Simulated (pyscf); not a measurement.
PySCF, gas phase, ωB97X-D3(BJ)/def2-SVP geometries. MP2 and CC: frozen core, UHF for open shells. ΔMP2 is the change of the MP2 total energy from the triple- to the quadruple-zeta basis.

Task: NH₃ + F–B(Cl)–Cl -> H₂N–B(Cl)–Cl + HF
Surface: singlet. Broken: H–N, B–F. Formed: B–N, F–H. Give ΔE‡ and ΔE from CCSD(T)/def2-TZVPP + ΔMP2(QZVPP), relative to the separated reactants.

Result: ΔE‡ = 17.2 kcal/mol, ΔE = +1.6 kcal/mol. Zero-point energy shifts the barrier by +0.4 kcal/mol. It is a four-centre exchange, with an imaginary mode of 767i cm⁻¹. On the reactant side the descent ends in an adduct with a B–N contact, 24.9 kcal/mol under the separated species and 39.9 kcal/mol under the saddle at ωB97X-D3(BJ)/def2-TZVP. What is counted as formed (B–N) is already present as a longer contact in the reactant adduct; forming that adduct is a step of its own. At ωB97X-D3(BJ) the barrier from the zero used here is 15.1 kcal/mol. One saddle was located; it need not be the lowest between these sides. The CCSD(T) − MP2 part came from Ansatz, without density fitting, on the same reference.
